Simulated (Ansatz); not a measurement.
Relaxation of CH$_{7}$Al (9 atoms, charge 0, multiplicity 1), to a largest force component of 0.03 eV/Å in at most 50 steps.

All numbers below come from RKS r2SCAN/def2-SVP in Ansatz 0.2.0.

```xyz
9
Properties=species:S:1:pos:R:3:forces:R:3
Al 0.014 0.178 0.211 -0.02 -0.12 0.17
C 0.012 0.156 2.179 0.03 0.33 0.00
H -0.947 -0.186 2.603 -0.01 -0.01 0.00
H 0.818 -0.463 2.604 0.01 0.00 0.00
H 0.174 1.176 2.574 0.00 0.02 0.02
H 1.382 0.096 -0.593 0.04 -0.02 0.00
H -1.344 0.350 -0.599 -0.03 0.00 0.00
H -0.306 -2.502 0.773 -0.17 -1.24 -1.17
H -0.231 -1.951 1.233 0.14 1.04 0.99
```

Question: Where does it end, and by what steps?

Answer: The run converged. After 8 steps the energy has fallen by 0.176 eV; H8 moved furthest, 0.62 Å.

```
step  energy less start (eV)  largest force component (eV/Å)  accepted
   0                  0.0000                           1.237       yes
   1                 -0.0864                           0.384       yes
   2                 -0.0908                           1.323       yes
   3                 -0.1504                           0.348       yes
   4                 -0.1743                           0.168       yes
   5                 -0.1695                           0.347        no
   6                 -0.1757                           0.075       yes
   7                 -0.1754                           0.042        no
   8                 -0.1760                           0.003       yes
```

```xyz
9
Properties=species:S:1:pos:R:3
Al -0.012 -0.046 0.356
C 0.025 0.275 2.292
H -0.913 -0.001 2.801
H 0.857 -0.235 2.805
H 0.169 1.356 2.476
H 1.348 -0.210 -0.457
H -1.374 0.100 -0.459
H -0.281 -2.241 0.207
H -0.247 -2.142 0.966
```

Whether the end is a true minimum wasn't checked by a vibrational analysis.

Time of the run: 26 s on 1 thread of Arm Neoverse V1, with other jobs on the host, peak memory 0.12 GiB.
